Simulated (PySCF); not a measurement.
## Dipole moment and polarisability across levels of theory

Species: C₄H₅F.
InChI=1S/C4H5F/c5-3-4-1-2-4/h3H,1-2H2

PySCF, dipoles from the SCF density, polarisabilities from static response with core orbitals frozen. Geometry: PBE0-D3(BJ)/def2-SVP; no solvent, vibrations or thermal averaging.

Problem. Compare the levels for these properties.

Solution. 

```tsv
level	μ (D)	α (Å³)	anisotropy (Å³)
LDA/def2-SVPD	1.740	7.58	3.76
PBE/def2-SVPD	1.654	7.53	3.78
B3LYP/def2-SVPD	1.788	7.36	3.66
PBE0/def2-SVPD	1.771	7.27	3.62
BHandHLYP/def2-SVPD	1.909	7.14	3.56
CAM-B3LYP/def2-SVPD	1.851	7.26	3.59
wB97X-D/def2-SVPD	1.806	7.26	3.56
LC-wPBE/def2-SVPD	1.822	7.09	3.51
HF/def2-SVPD	1.996	6.98	3.51
PBE0/6-31G*	1.513	6.06	3.60
PBE0/def2-SVP	1.579	6.25	3.56
PBE0/6-31+G*	1.835	6.92	3.63
PBE0/aug-cc-pVDZ	1.738	7.46	3.69
PBE0/def2-TZVP	1.669	7.10	3.63
PBE0/def2-TZVPD	1.716	7.46	3.66
```

The anisotropy is √(½[(α1 − α2)² + (α2 − α3)² + (α3 − α1)²]). The dipole runs from 1.51 D (PBE0/6-31G*) to 2.00 D (HF/def2-SVPD). No reference polarisability is at hand; against PBE0 in the largest diffuse basis at hand (def2-TZVPD) the other PBE0 rows deviate by 6-31G* -19%, def2-SVP -16%, 6-31+G* -7%, def2-SVPD -3%, aug-cc-pVDZ 0%, def2-TZVP -5%. In one basis (def2-SVPD) the functionals order the polarisability from HF (lowest) to LDA (highest), a spread of 9%. With PBE0 the polarisability is 6.47 Å³ without diffuse functions (mean of 6-31G*, def2-SVP and def2-TZVP) and 7.28 Å³ with them (mean of 6-31+G*, def2-SVPD, aug-cc-pVDZ and def2-TZVPD).
